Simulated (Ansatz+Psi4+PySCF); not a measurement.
## doublet CH2N: levels of theory in one basis

```xyz
4

C     0.0000    0.0000    0.0000
H     1.0670    0.1419    0.1412
H    -0.4939   -0.7624    0.5943
N    -0.6370    0.6898   -0.8176
```

Basis set: cc-pVTZ (spherical functions). Correlated methods keep 2 orbitals frozen. Correlation on ROHF uses semicanonical orbitals with singles. Charge 0, multiplicity 2.

Computed with Ansatz (development build ahead of 0.2.0) and Psi4 1.11; each method stands on the lowest determinant of its kind that the runs found.

```json
{"method": "ROHF", "E − E(ROHF) (eV)": "0.00", "<S²> of the determinant": "0.75"}
{"method": "UHF", "E − E(ROHF) (eV)": "-0.28", "<S²> of the determinant": "0.95"}
{"method": "UHF-MP2", "E − E(ROHF) (eV)": "-8.67", "<S²> of the determinant": "0.95"}
```

(1) What does ROHF-MP2 give on the same scale?

Results:

(1) -8.96 eV.

Caution for UHF, UHF-MP2: the unrestricted determinant is spin contaminated.
